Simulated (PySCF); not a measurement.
# NH⁺ from Hartree–Fock to correlated methods

State: ⁴Σ⁻ (quartet), unpaired electrons σ ↑, π ↑↑. Set-up: basis H aug-pcseg-1, N aug-pcseg-1; no relativity; PySCF 2.14. De refers to H⁺ + N in their high-spin ground configurations, without counterpoise correction. The functionals are run spin-unrestricted. A positive dipole points towards N; it is taken about the centre of mass and depends on that origin.

| Level | Re (Å) | ωe (cm⁻¹) | De (eV) | μ (D) |
| --- | --- | --- | --- | --- |
| UHF | 1.067 | 2976 | 3.76 | -1.52 |
| UHF-MP2 | 1.090 | 2777 | 3.62 | n/a |
| UHF-SCS-MP2 | 1.091 | 2769 | 3.63 | n/a |
| UHF-CCSD | 1.097 | 2719 | 3.61 | n/a |
| UHF-CCSD(T) | 1.099 | 2706 | 3.61 | n/a |
| PBE | 1.122 | 2457 | 3.59 | -1.79 |
| PW91 | 1.120 | 2469 | 3.60 | -1.79 |
| r²SCAN | 1.100 | 2646 | 3.71 | -1.66 |
| PBE0 | 1.105 | 2608 | 3.61 | -1.74 |
| B97-3 | 1.110 | 2583 | 3.55 | -1.78 |
| BHandHLYP | 1.107 | 2584 | 3.47 | -1.81 |
| LC-ωPBE | 1.105 | 2630 | 3.59 | -1.75 |

**Question.** Which functional lies closest to UHF-CCSD(T) in De, which farthest, and by how much do they differ from it?

**Answer.** Closest is PBE0 (+0.6 pm in Re, -3.6 % in ωe, +0.00 eV in De against UHF-CCSD(T) in the same basis), farthest BHandHLYP (+0.8 pm in Re, -4.5 % in ωe, -0.14 eV in De). CCSD(T) converges more slowly with the basis than the functionals do and binds too weakly in this one, so the order can change at the basis-set limit.

**Question.** What does the step from GGA to meta-GGA do here, going from PBE to r²SCAN?

**Answer.** r²SCAN less PBE: -2.2 pm in Re, +7.7 % in ωe, +0.12 eV in De. 

**Question.** What does all correlation do here, going from UHF to UHF-CCSD(T)?

**Answer.** UHF-CCSD(T) less UHF: +3.2 pm in Re, -9.1 % in ωe, -0.15 eV in De. The bond lengthens, as in strong covalent bonds, where excitations into antibonding orbitals dominate.

Correlated steps freeze 1 core orbital. Correlated levels converge slowly with the basis: in double zeta they bind strong bonds too weakly, by up to about 1 eV, and carry superposition errors of some tenths. For an ion De counts to the pair picked by the measured ionisation energies or electron affinities, which need not be the lowest pair at this level. The state was picked by a PBE0 search and need not be the measured ground state.
